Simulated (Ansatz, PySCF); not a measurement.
N2. Atoms are numbered in the order given.

```xyz
2

N      0.0000     0.0000    -0.5447
N      0.0000     0.0000     0.5447
```

The structure is a stationary point at PBE0-D3(BJ)/def2-TZVPD.

Vertical ionisation energy (IE) and electron affinity (EA) in eV. Rows of orbital energies are one-electron estimates. Where ΔSCF, EOM or ADC give a negative EA the extra electron is unbound and the value depends on the basis.

| level | IE | EA |
|---|---|---|
| −ε(HOMO), −ε(LUMO), r2SCAN/def2-TZVPD (PySCF) | 10.74 | 1.52 |
| −ε(HOMO), −ε(LUMO), ωB97X/def2-TZVPD (PySCF) | 14.88 | -2.03 |
| −ε(HOMO), −ε(LUMO), PBE/def2-TZVPD (PySCF) | 10.26 | 1.81 |
| EOM-CCSD/aug-cc-pVDZ (PySCF) | 15.44 | -2.65 |
| ADC(3)/aug-cc-pVDZ (PySCF) | 15.45 | -2.68 |
| ΔSCF, ωB97X-V/def2-TZVPD (Ansatz), final states of multiplicity 2 and 2 | 15.93 | -2.59 |
| ΔSCF, PBE/def2-TZVPD (Ansatz), final states of multiplicity 2 and 2 | 15.40 | -2.48 |

### Question
What vertical singlet–triplet gap does ΔSCF give with ωB97X-V/def2-TZVPD (Ansatz, an electronic-structure program) and with PBE/def2-TZVPD (Ansatz)? (Estimate from the structure and the level; the computed values follow.)

### Answer
8.11 and 7.65 eV (triplet above singlet where positive).

### Question
Give the lowest 1s main lines (those of the lightest heavy element) from CVS-ADC(2)-x/aug-cc-pVDZ (PySCF, non-relativistic), with pole strengths. (The exact figures need the calculation; the answer reports its results.)

### Answer
411.1 eV (1.52), 411.2 eV (1.52).

### Question
Beyond the first one, list the lowest photoelectron lines from ADC(3)/aug-cc-pVDZ in PySCF with their pole strengths (two spins summed). (The exact figures need the calculation; the answer reports its results.)

### Answer
16.70 eV (1.84), 16.70 eV (1.84), 18.76 eV (1.65), 25.27 eV (0.13).
